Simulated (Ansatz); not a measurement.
**C₄H₇NO: a ladder of functionals and wavefunction methods**

One table from this session's results is given with a row withheld; the runs are named, their logs left out.

Method: functionals in def2-TZVPP, the program's frozen cores in correlated methods; program: Ansatz 0.2.0, Gaussian basis.

The runs, in order: PBE-D4, r2SCAN-D4, PBE0-D4, B3LYP-D4, ωB97X-V, ωB97M-V, B2PLYP; CCSD(T)/def2-TZVPP; MP2/def2-QZVPP; extrapolation to the limit.

### The geometry

An earlier PBE0-D4 in a triple-zeta def2 set relaxation fixed the geometry.

SMILES `CCN=C=CO`, 13 atoms, charge 0, spin multiplicity 1.

Atoms are counted from 1 here; the program's logs count them from 0.

Bond lengths: C1–C2 1.515 Å, C1–H7 1.092 Å, C1–H8 1.092 Å, C1–H9 1.091 Å, C2–N3 1.459 Å, C2–H10 1.097 Å, C2–H11 1.094 Å, N3–C4 1.223 Å, C4–C5 1.311 Å, C5–O6 1.373 Å, C5–H12 1.081 Å, O6–H13 0.961 Å. Angles: C2–C1–H7 110.9°, C2–C1–H8 110.3°, C2–C1–H9 110.6°, H7–C1–H8 108.2°, H7–C1–H9 108.2°, H8–C1–H9 108.6°, C1–C2–N3 110.1°, C1–C2–H10 111.1°, C1–C2–H11 109.6°, N3–C2–H10 111.3°, N3–C2–H11 106.5°, H10–C2–H11 108.0°, C2–N3–C4 121.2°, N3–C4–C5 174.1°, C4–C5–O6 126.0°, C4–C5–H12 120.5°, O6–C5–H12 113.4°, C5–O6–H13 109.2°.

Geometry (Å):

```xyz
13

C     1.2522   -1.6778    0.4309
C    -0.1694   -1.2551    0.1213
N    -0.1705   -0.1879   -0.8741
C    -0.6846    0.8965   -0.6387
C    -1.2052    2.0927   -0.5136
O    -0.5651    3.2058   -0.0262
H     1.8089   -0.8619    0.8971
H     1.2539   -2.5271    1.1173
H     1.7740   -1.9673   -0.4829
H    -0.6983   -0.9512    1.0325
H    -0.7133   -2.0944   -0.3221
H    -2.2365    2.2732   -0.7837
H     0.3743    3.0197    0.0570
```

The first run:

The input, in.yaml:

```yaml
crystal:
  periodic: [false, false, false]
  atoms:
    - {symbol: C, position_ang: [1.252177, -1.677847, 0.430931]}
    - {symbol: C, position_ang: [-0.169389, -1.255073, 0.121261]}
    - {symbol: N, position_ang: [-0.170490, -0.187883, -0.874148]}
    - {symbol: C, position_ang: [-0.684630, 0.896475, -0.638670]}
    - {symbol: C, position_ang: [-1.205242, 2.092680, -0.513582]}
    - {symbol: O, position_ang: [-0.565081, 3.205825, -0.026204]}
    - {symbol: H, position_ang: [1.808869, -0.861853, 0.897062]}
    - {symbol: H, position_ang: [1.253933, -2.527112, 1.117270]}
    - {symbol: H, position_ang: [1.774013, -1.967262, -0.482919]}
    - {symbol: H, position_ang: [-0.698264, -0.951201, 1.032519]}
    - {symbol: H, position_ang: [-0.713318, -2.094386, -0.322050]}
    - {symbol: H, position_ang: [-2.236464, 2.273240, -0.783669]}
    - {symbol: H, position_ang: [0.374287, 3.019694, 0.057001]}
basis:
  gaussian: {orbitals: def2-TZVPP}
hamiltonian: {xc: pbe, dispersion: d4}
output: {forces: true, orbitals: {seedname: orbitals}}
```

The run is started by

```
ansatz run in.yaml --threads 4 --pin off --events-out ev --progress --plain --max-ram 10444MiB
```

Among the steps run: PBE-D4 (GGA); r2SCAN-D4 (meta-GGA); PBE0-D4 (hybrid); B3LYP-D4 (hybrid); ωB97X-V (range-separated); ωB97M-V (range-separated); B2PLYP (double hybrid); CCSD(T) in def2-TZVPP; MP2 in def2-QZVPP.

One table of the session follows, with a row left open; its other results are not shown here.

It belongs to the step «Atomisation energies». 

```
            method  atoms, summed (eV)  atomisation energy (eV)
            PBE-D4           -7734.102                   56.985
         r2SCAN-D4           -7740.845                   55.118
           PBE0-D4           -7735.957                   55.463
          B3LYP-D4           -7745.809                   55.149
           ωB97X-V           -7742.851                   54.977
           ωB97M-V           -7742.023                   55.109
            B2PLYP           -7739.452                   54.516
     HF/def2-TZVPP           -7714.073                   38.390
    MP2/def2-TZVPP                   ?                        ?
   CCSD/def2-TZVPP           -7730.816                   52.306
CCSD(T)/def2-TZVPP           -7731.176                   53.319
           MP2/CBS           -7730.186                   55.939
       CCSD(T)/CBS           -7733.657                   54.787
```

**Question.** Estimate the row for MP2/def2-TZVPP.

As computed: atoms, summed (eV): -7727.705; atomisation energy (eV): 54.471. In the column «atoms, summed (eV)» it lies between MP2/CBS (-7730.186) and HF/def2-TZVPP (-7714.073).
